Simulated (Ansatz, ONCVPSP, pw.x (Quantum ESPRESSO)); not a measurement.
## W: does the ONCV potential hold in the solid?

ONCVPSP 4.0.1.1 (patched build) input, shortened (lines: element, Z, core and valence counts, functional; n l f; lmax; l rc ep ncon nbas qcut; lloc lpopt rc5 dvloc0; l nproj debl; icmod fcfact rcfact), PBE, scalar-relativistic:

```
  W 74.00   10    3        4      upf
    1    0    2.00
    2    0    2.00
    2    1    6.00
    3    0    2.00
    3    1    6.00
    3    2   10.00
    4    0    2.00
    4    1    6.00
    4    2   10.00
    4    3   14.00
    5    0    2.00
    5    1    6.00
    5    2    3.00
    3
    0    1.80    0.00    4    7    7.20
    1    2.05    0.00    3    8    6.00
    2    2.15    0.00    3    8    5.80
    3    2.05    0.27    5   10    5.00
    4    3    1.45    0.00
    0    2    3.30
    1    2    2.80
    2    1    1.20
    3    2    3.50
    3    4.00    1.75
```

In the s channel the program set the typed energies aside and used -3.968, 0.050 Ha. In the p channel the program set the typed energies aside and used -2.640, 0.050 Ha.

Atomic tests: cutoffs needed: 18 Ha and 21 Ha (the cutoffs (Ha) at which the residual kinetic energy of the hardest occupied pseudo-wave falls to 1 and 0.1 mHa per electron); ghost test: no bound ghost flagged but for a GHOST(-) flag that falls on a real empty level of the atom; GHOST(+) flagged for s at 251.5 eV; largest excitation error: -135 meV (all-electron minus pseudo) for 5s2 5p6 5d4 6s2, out of 4 test configurations.

Crystal test: bcc W in pw.x 7.5, no spin, 14³ k-points, Fermi–Dirac smearing 0.01 Ry, cutoffs 50/200 Ry. The reference is all-electron LAPW (Ansatz 0.2.0) with the same functional, mesh and smearing; V0 and B0 come from Birch–Murnaghan fits to the pressures at five volumes. Errors are pseudo minus all-electron; Δ is the rms difference of the E(V) curves that follow from these fits, minima aligned, over ±6 % about the mean V0. Mesh and smearing are coarse, so the numbers serve the comparison and aren't converged zero-temperature values; the lattice is a test structure that the element need not adopt.

```
V (Å³/atom)  P all-electron (GPa)  P pseudo (GPa)
     15.323                 17.51           24.21
     15.727                  8.35           14.65
     16.130                  0.30            6.21
     16.533                 -6.79           -1.23
     16.936                -13.02           -7.80
```

All-electron: a0 = 3.184 Å (V0 = 16.15 Å³/atom), B0 = 300.6 GPa.

Pseudopotential: mean pressure error (GPa): +5.94; a0 (Å): 3.205; a0 error (%): +0.65; B0 error (%): -3.0; Δ (meV/atom): 20.5. This is a poor potential for the solid.

**Question.** At the middle volume, how do free energy and pressure move when the wave cutoff is lowered (ecutrho kept at four times it)?

**Answer.**

```tsv
cutoff (Ry)	shift of F (meV/atom)	shift of P (GPa)
22	+2208.3	-79.34
30	+313.5	-15.23
40	+18.1	-1.57
```

The run at the middle volume (104 k-points, 9 iterations) took about 8.5 s on one core of a shared host (Intel(R) Xeon(R) 6975P-C, 192 threads, 1512 GiB, load 63).
